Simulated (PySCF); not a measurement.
Gas-phase reaction: 2 Al(OH)3 = 2 Al + 3 H2 + 6 O

Method: PySCF energies plus ideal-gas RRHO corrections (1 bar). † marks an energy on the PBE0/def2-TZVP geometry and frequencies; other levels use their own. 6-31G* has spherical d functions here. Open shells (unrestricted): Al (multiplicity 2), O (multiplicity 3); the rest are closed-shell singlets. Spin-orbit splitting is ignored; it lowers the true energy and changes the entropy of Al, O. B3LYP is the form with VWN-RPA correlation. Al(OH)3: computed as isolated molecules; such fragments, hydroxides, amides, oligomers or adducts are transient or little studied in the gas.

PBE/def2-SVP gives ΔH°(298 K) = 4146 kJ.

**Question.** What do LDA/def2-TZVP†, B3LYP/def2-TZVP†, B3LYP/6-31G* give?

**Answer.** LDA/def2-TZVP†: 4852 kJ; B3LYP/def2-TZVP†: 3979 kJ; B3LYP/6-31G*: 3788 kJ. For scale, ΔH°(298 K) is 4146 kJ at this level, 4089 kJ at ωB97M-V/def2-TZVP†, and runs from 2486 to 6676 kJ over the 20 levels computed († marks an energy on the PBE0/def2-TZVP geometry).
